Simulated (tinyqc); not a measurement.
Inside a calculation (part 2 of 2). Method: G0W0 on RHF in the sto-3g basis, for H2O, spin multiplicity 1. Computed by tinyqc, a small Python program that keeps every step (integrals from PySCF). Command: `OMP_NUM_THREADS=1 python tinyqc.py 23798 23799 out.jsonl` (the two numbers bound the seeds that draw the settings). One thread of a shared host (Intel(R) Xeon(R) Processor @ 2.60GHz), about 0.06 s of CPU time with the checks.

Geometry (angstrom):
```
atom        x         y        z
O     0.00000   0.00000  0.00000
H     0.00000   0.69000  0.58500
H     0.00000  -0.70800  0.60100
```

## Screening: direct RPA

orbital energies (hartree): MO1 -20.24403, MO2 -1.29748, MO3 -0.63043, MO4 -0.47020, MO5 -0.39816, MO6 0.65329, MO7 0.77925

Given earlier and not repeated: Two-electron integrals over orbitals (pq|rs).

With D = e_a - e_i and K = (ia|jb): diagonalise D^(1/2) (D + 4K) D^(1/2) = Z w^2 Z^T; X + Y = D^(1/2) Z w^(-1/2), each column of Z with its largest component positive (the first on a tie); E_c = (sum w - tr (D + 2K)) / 2.

D^(1/2) (D + 4K) D^(1/2) (hartree^2):
```
           1>6        1>7       2>6       2>7       3>6       3>7       4>6       4>7
1>6  439.45148    0.13876   0.17769  -0.03610   0.00483  -0.16263  -0.01538   0.03381
1>7    0.13876  443.79602  -0.03364   0.45716   0.09215  -0.01601   0.02701  -0.28023
2>6    0.17769   -0.03364   4.61652   0.04982  -0.08052   0.50489   0.34361   0.04902
2>7   -0.03610    0.45716   0.04982   4.81705   0.23023   0.09570   0.05375  -0.09412
3>6    0.00483    0.09215  -0.08052   0.23023   1.99252  -0.05633  -0.06832   0.19886
3>7   -0.16263   -0.01601   0.50489   0.09570  -0.05633   2.83784   0.37160   0.05879
4>6   -0.01538    0.02701   0.34361   0.05375  -0.06832   0.37160   1.55629  -0.01302
4>7    0.03381   -0.28023   0.04902  -0.09412   0.19886   0.05879  -0.01302   1.91045
5>6    0.00000    0.00000   0.00000   0.00000   0.00000   0.00000   0.00000   0.00000
5>7    0.00000    0.00000   0.00000   0.00000   0.00000   0.00000   0.00000   0.00000

         5>6      5>7
1>6  0.00000  0.00000
1>7  0.00000  0.00000
2>6  0.00000  0.00000
2>7  0.00000  0.00000
3>6  0.00000  0.00000
3>7  0.00000  0.00000
4>6  0.00000  0.00000
4>7  0.00000  0.00000
5>6  1.27117  0.00859
5>7  0.00859  1.49891
```

excitation energies w (hartree): [1.12732, 1.19903, 1.22443, 1.31330, 1.46734, 1.66197, 2.18038, 2.21318, 20.96300, 21.06659]

X + Y:
```
            1         2        3         4         5         6         7         8
1>6   0.00000  -0.00012  0.00000  -0.00026  -0.00021   0.00166  -0.00088  -0.00031
1>7   0.00000  -0.00025  0.00000   0.00213   0.00116   0.00024   0.00232  -0.00238
2>6   0.00000  -0.08437  0.00000  -0.02554   0.01643  -0.31832   0.70574   0.55698
2>7   0.00000  -0.01689  0.00000   0.09212  -0.05056  -0.03761  -0.61167   0.74953
3>6   0.00000   0.08551  0.00000  -0.63627   0.70510  -0.04976  -0.05971   0.02910
3>7   0.00000  -0.24901  0.00000  -0.07788   0.03937   0.85722   0.15002   0.15731
4>6   0.00000   0.93614  0.00000   0.01603  -0.06220   0.16808   0.06666   0.06741
4>7   0.00000   0.02521  0.00000   0.73903   0.60019   0.03010   0.02386  -0.00643
5>6   0.96508   0.00000  0.03489   0.00000   0.00000   0.00000   0.00000   0.00000
5>7  -0.03848   0.00000  0.97992   0.00000   0.00000   0.00000   0.00000   0.00000

            9        10
1>6   0.99792   0.03174
1>7  -0.03192   0.99846
2>6   0.00013  -0.00002
2>7  -0.00004   0.00033
3>6   0.00000   0.00005
3>7  -0.00010  -0.00001
4>6  -0.00001   0.00001
4>7   0.00002  -0.00015
5>6   0.00000   0.00000
5>7   0.00000   0.00000
```

RPA correlation energy = -0.0491675 hartree

## G0W0 on Hartree-Fock: HOMO

W(p,q,m) = sqrt2 sum_ia (pq|ia) (X+Y)_ia,m; Sigma_c(x) = sum_(i,m) W^2/(x - e_i + w_m) + sum_(a,m) W^2/(x - e_a - w_m); solve x = e_p + Sigma_c(x) by Newton steps; Z = 1/(1 - dSigma/dx); 1 hartree = 27.211386 eV.

The 12 largest terms at x = e_p (hartree; W for the signs of X + Y given):
```
q  m         W      term
5  6   0.17668   0.01878
5  8   0.19922   0.01793
5  7   0.19394   0.01725
2  1   0.08084   0.00322
5  2   0.05836   0.00284
6  1   0.05364  -0.00132
3  3   0.03199   0.00070
7  3   0.03323  -0.00046
5  5  -0.01246   0.00011
2  3   0.01343   0.00008
5  4   0.00837   0.00005
3  1  -0.00593  2.58e-05
```

Newton steps (hartree):
```
step         x  Sigma_c(x)        Z
0     -0.39816     0.05926  0.96829
1     -0.34078     0.05744  0.97003
2     -0.34073     0.05743  0.97003
```

quasiparticle energy of the HOMO = -9.27173 eV

Hartree-Fock value = -10.83458 eV

## G0W0 on Hartree-Fock: LUMO

As before.

The 12 largest terms at x = e_p (hartree; W for the signs of X + Y given):
```
q  m         W      term
7  5  -0.10439  -0.00684
6  8   0.10651  -0.00513
6  7   0.09884  -0.00448
2  7   0.12133   0.00356
3  5   0.09810   0.00350
2  8   0.11030   0.00292
4  6   0.07934   0.00226
4  8   0.07713   0.00178
4  7   0.07325   0.00162
5  1   0.05364   0.00132
4  2   0.05168   0.00115
2  6   0.06019   0.00100
```

Newton steps (hartree):
```
step        x  Sigma_c(x)        Z
0     0.65329     0.00292  0.98395
1     0.65616     0.00287  0.98393
2     0.65616     0.00287  0.98393
```

quasiparticle energy of the LUMO = 17.85506 eV

Hartree-Fock value = 17.77687 eV
